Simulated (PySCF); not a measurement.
Species: C5H4O.
Bonds: C1–C2 (double), C2–C3, C3–C4 (double), C4–C5, C5–O6 (double), C3–C5. Hydrogens: H7, H8 on C1; H9 on C2; H10 on C4.

The same species was optimised twice, with GFN2-xTB and with PBE0-D3(BJ)/def2-SVP (PySCF), and the same property calculations (PySCF, gas phase) were run on both structures.

```csv
coordinate,GFN2-xTB,PBE0-D3(BJ)/def2-SVP,change
C2–C3 (Å),1.427,1.441,+0.014
C1=C2 (Å),1.332,1.341,+0.009
C3–C4 (Å),1.361,1.355,-0.006
C5=O6 (Å),1.194,1.201,+0.007
C3–C5 (Å),1.437,1.439,+0.002
C4–C5 (Å),1.425,1.425,0.000
C4–C5–O6 (°),151.7,152.3,+0.6
C1–C2–C3 (°),121.7,121.3,-0.4
C3–C5–C4 (°),56.8,56.5,-0.3
C2–C3–C5 (°),152.5,152.2,-0.3
C3–C5–O6 (°),151.5,151.2,-0.3
C3–C4–C5 (°),62.0,62.3,+0.3
C2–C3–C4 (°),146.4,146.6,+0.2
C4–C3–C5 (°),61.2,61.3,+0.1
C1–C2–C3–C4 (°),180,180,0
```

Rotational constants: A = 8286, B = 2637, C = 2000 MHz (GFN2-xTB) against A = 8171, B = 2624, C = 1986 MHz (PBE0-D3(BJ)/def2-SVP). Point groups within 0.08 Å: Cs and Cs.

On the GFN2-xTB structure: HOMO (eV) -6.79 [PBE0/pcSseg-1]; LUMO (eV) -2.02 [PBE0/pcSseg-1]; dipole (D) 4.37 [PBE0/pcSseg-1]; GIAO shielding of C1 (ppm) 39.0 [PBE0/pcSseg-1]; GIAO shielding of C2 (ppm) 59.7 [PBE0/pcSseg-1]; GIAO shielding of C3 (ppm) 14.1 [PBE0/pcSseg-1]; GIAO shielding of C4 (ppm) 31.8 [PBE0/pcSseg-1]; GIAO shielding of C5 (ppm) 35.1 [PBE0/pcSseg-1]; GIAO shielding of O6 (ppm) 6.8 [PBE0/pcSseg-1].

Q: What do these properties become on the PBE0-D3(BJ)/def2-SVP structure?

A: 
| property | level | on GFN2-xTB | on PBE0-D3(BJ)/def2-SVP | change |
| --- | --- | --- | --- | --- |
| HOMO (eV) | PBE0/pcSseg-1 | -6.79 | -6.81 | -0.02 |
| LUMO (eV) | PBE0/pcSseg-1 | -2.02 | -2.01 | +0.01 |
| dipole (D) | PBE0/pcSseg-1 | 4.37 | 4.40 | +0.03 |
| energy, GFN2-xTB geometry as zero (kcal/mol) | PBE0/pcSseg-1 | 0.0 | -0.4 | -0.4 |
| GIAO shielding of C1 (ppm) | PBE0/pcSseg-1 | 39.0 | 36.0 | -3.0 |
| GIAO shielding of C2 (ppm) | PBE0/pcSseg-1 | 59.7 | 57.0 | -2.7 |
| GIAO shielding of C3 (ppm) | PBE0/pcSseg-1 | 14.1 | 14.1 | 0.0 |
| GIAO shielding of C4 (ppm) | PBE0/pcSseg-1 | 31.8 | 33.4 | +1.6 |
| GIAO shielding of C5 (ppm) | PBE0/pcSseg-1 | 35.1 | 34.0 | -1.1 |
| GIAO shielding of O6 (ppm) | PBE0/pcSseg-1 | 6.8 | 4.3 | -2.5 |

The heavy atoms differ by 0.008 Å rms after alignment. Among bonds between heavy atoms C2–C3 changes most (+0.014 Å). Changes are differences of the printed values. Neither structure is proved a minimum here.

Conformer computed: `[CH2:1]=[CH:2][c:3]1[cH:4][c:5]1=[O:6]`: C1–C2–C3–C4 180°.
